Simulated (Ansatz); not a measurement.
# Forces on a displaced structure

MgSiH3 (SMILES [MgH][SiH2]), doublet, at a frame of a short PBE0-D4/def2-SVP trajectory.

Mg1  (0.153, -0.979, 1.108)
Si2  (-0.672, 0.974, -0.123)
H3  (1.282, -2.135, 1.378)
H4  (-1.333, 0.588, -1.464)
H5  (0.422, 1.905, -0.895)
(Å)

Ansatz 0.2.0; basis: def2-TZVPP; cores frozen in the correlated methods; orbitals are unrestricted. The outer core shell of Li, Na, Mg and K is correlated. The def2 sets are not built for correlating such inner shells, so the correlated values are less sure here.

CCSD(T) forces from the calculation:
```tsv
atom	Fx	Fy	Fz (eV/Å)
Mg1	0.221	-0.031	-0.015
Si2	0.517	1.364	-2.243
H3	0.233	-0.532	0.337
H4	-0.101	-0.007	0.750
H5	-0.871	-0.793	1.171
```

Q: Which atom feels the largest CCSD(T) force, and how large is it?

A: Si2, 2.68 eV/Å, along (0.19, 0.51, -0.84).

Root-mean-square difference of the force components from those of CCSD(T): PBE-D4 0.149; r2SCAN-D4 0.060; PBE0-D4 0.053; wB97M-V 0.043 eV/Å.

The T1 diagnostic stays at or below 0.015. ⟨S²⟩ of the unrestricted Hartree–Fock references: 0.78 (a pure state has 0.75).

For scale, one of the runs: CCSD(T)/def2-TZVPP forces, 116 basis functions, launched by `ansatz run in.yaml --threads 2 --pin off --events-out ev --progress --plain --max-ram 3481MiB`. Time: 83 s of wall clock on 2 CPU threads of an AMD EPYC 7B13; the host was shared. Peak host memory: 1.7 GiB.
